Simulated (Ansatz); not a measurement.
Members of the series N+XY, Y = H; each row names its spin state. All species are isolated molecules in the gas phase. One relaxed conformer stands for each flexible species; it need not be the lowest. Strings in code marks are SMILES.

Quantity: adiabatic spin-state energy, in kcal/mol. The DFT solution of `[NH2+]` is unstable or spin-contaminated; the geometry comes from it. HF references are unrestricted for open shells and restricted for singlets. The restricted reference of `[NH2+]`, `B[NH+]` and `[NH+]S` is unstable towards unrestricted orbitals.

Level 1: frozen-core CCSD(T)/cc-pVQZ // PBE0-D3(BJ)/def2-TZVP (Ansatz, a first-principles code)
Level 2: frozen-core CCSDTQ/6-31g // PBE0-D3(BJ)/def2-TZVP (Ansatz)
Level 3: B3LYP/cc-pVTZ // PBE0-D3(BJ)/def2-TZVP (Ansatz)
Level 4: PBE0/cc-pVTZ // PBE0-D3(BJ)/def2-TZVP (Ansatz)

```csv
species,level 1,level 2,level 3,level 4
`[NH2+]`: multiplicity 3 minus multiplicity 1,-29.2,-43.5,-32.3,-38.1
`B[NH+]`: multiplicity 3 minus multiplicity 1,28.1,(withheld),23.5,22.0
`[NH+]S`: multiplicity 3 minus multiplicity 1,(withheld),(withheld),22.4,20.4
```

Fill in the missing entries.


- `B[NH+]`: multiplicity 3 minus multiplicity 1, level 2: 17.1
- `[NH+]S`: multiplicity 3 minus multiplicity 1, level 1: 29.5
- `[NH+]S`: multiplicity 3 minus multiplicity 1, level 2: 10.8
